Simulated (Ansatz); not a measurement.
Reaction: CH2O2 (SMILES O=CO) → HO (SMILES [OH], doublet) + CHO (SMILES O=[CH], doublet) (the C-O bond breaks)
Each species at its own B3LYP-D3(BJ)/def2-TZVP minimum (Ansatz, a program for electronic structure), one conformer.

Property: bond dissociation energy (electronic), in kcal/mol. Open shells are spin-unrestricted; no spin-orbit coupling. CBS(X,Y): correlation extrapolated as X^-3, Hartree-Fock from the larger set (Q,5: extrapolated as (X+1)exp(-9√X)). A bracket is a step between two methods taken in the basis named. Functionals run without relativity, which enters their misses. 'core' is core correlation in cc-pwCVTZ, 'X2C' scalar relativity in cc-pVTZ-DK, both at CCSD(T).

CCSD(T)/CBS(cc-pVQZ,cc-pV5Z) + [CCSDT(Q) - CCSD(T)]/cc-pVDZ + core + X2C (Ansatz) gives 115.4 kcal/mol.

**Question.** What does PBE/def2-TZVPD (Ansatz) give here, and how do the other levels compare?

**Answer.** PBE gives 117.2 kcal/mol, 1.8 kcal/mol above it. Differences of the others: r2SCAN/def2-TZVPD (Ansatz) -2.8; B3LYP/def2-TZVPD (Ansatz) -5.5; PBE0/def2-TZVPD (Ansatz) -1.2; wB97M-V/def2-TZVPD (Ansatz) -0.3; CCSD(T)/CBS(cc-pVQZ,cc-pV5Z) + core + X2C (Ansatz) 0.1 kcal/mol. Nearer than PBE: PBE0/def2-TZVPD, wB97M-V/def2-TZVPD, CCSD(T)/CBS(cc-pVQZ,cc-pV5Z) + core + X2C.
